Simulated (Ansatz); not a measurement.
System: bcc Mo. Method: HSE06 in Ansatz (PAW).

Numerical settings: plane-wave cutoff 460 eV, 14×14×14 k mesh, Fermi–Dirac smearing 0.05 eV, no spin polarisation, scalar-relativistic PAW data made under PBE.

Pressure at four volumes; x = ln(V/15.437 Å³). One pressure is withheld.

```csv
V (Å³/atom),x,P (GPa)
14.654,-0.0521,16.77
15.437,0.0000,-0.20
15.811,0.0239,-6.84
16.197,0.0481,?
```

Problem. Pass a parabola P(x) through the three rows shown, estimate the bulk modulus and its pressure derivative near zero pressure, and predict the withheld pressure.

Solution. Slopes between the rows: (-0.20 − (16.77))/(0.0000 − (-0.0521)) = -325.72 and (-6.84 − (-0.20))/(0.0239 − (0.0000)) = -277.82 GPa. Their difference over the span 0.0760 is c = 47.90/0.0760 = 630.3 GPa, so P(x) = 16.77 + (-325.72)(x − (-0.0521)) + 630.3 (x − (-0.0521))(x − (0.0000)). At the middle row B = −dP/dx = −[-325.72 + 630.3 × 0.0521] = 292.9 GPa, and B′ = dB/dP = 2c/B = 4.3. At x = 0.0481 the parabola gives -12.83 GPa; the run gives -12.85 GPa. The Birch–Murnaghan fit to the energies at all volumes has B0 = 293 GPa and B′ = 4.3.

Measured, for comparison: bulk modulus 265 GPa (zero-point energy and finite temperature contributions removed, sources range from 265 to 278; as tabulated in doi:10.1021/acs.jctc.3c00612). Computed less measured: bulk modulus +11 % (+5 % to +11 % over the range).

Ansatz is a program for electronic structure.
